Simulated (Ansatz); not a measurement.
H4N2Si (`N[Si]N`) at its PBE0-D4/def2-TZVP geometry, where that method's forces vanish. Total charge 0; spin multiplicity 1.

```json
{"atom": "N1", "x (Å)": "-1.208", "y (Å)": "-0.108", "z (Å)": "0.513"}
{"atom": "Si2", "x (Å)": "0.423", "y (Å)": "-0.109", "z (Å)": "1.047"}
{"atom": "N3", "x (Å)": "1.233", "y (Å)": "0.102", "z (Å)": "-0.451"}
{"atom": "H4", "x (Å)": "-1.958", "y (Å)": "-0.216", "z (Å)": "1.175"}
{"atom": "H5", "x (Å)": "-1.549", "y (Å)": "-0.008", "z (Å)": "-0.432"}
{"atom": "H6", "x (Å)": "0.822", "y (Å)": "0.197", "z (Å)": "-1.368"}
{"atom": "H7", "x (Å)": "2.238", "y (Å)": "0.143", "z (Å)": "-0.483"}
```

For each bond, give half the difference of the two atoms' forces along it (eV/Å; positive pushes the atoms apart) under PBE-D4, r2SCAN-D4, B3LYP-D4, ωB97M-V in def2-TZVPP. (Estimate.)

Computed: 
```tsv
bond	length (Å)	PBE-D4	r2SCAN-D4	B3LYP-D4	ωB97M-V
N1–Si2	1.716	0.18	0.04	0.13	0.10
N1–H4	1.006	0.17	-0.01	-0.04	-0.03
N1–H5	1.009	0.19	0.04	-0.01	-0.06
Si2–N3	1.716	0.18	0.04	0.13	0.10
N3–H6	1.009	0.19	0.04	-0.01	-0.06
N3–H7	1.006	0.17	-0.01	-0.04	-0.03
```

B3LYP here is the variant with VWN-RPA as its local correlation; programs differ in this.
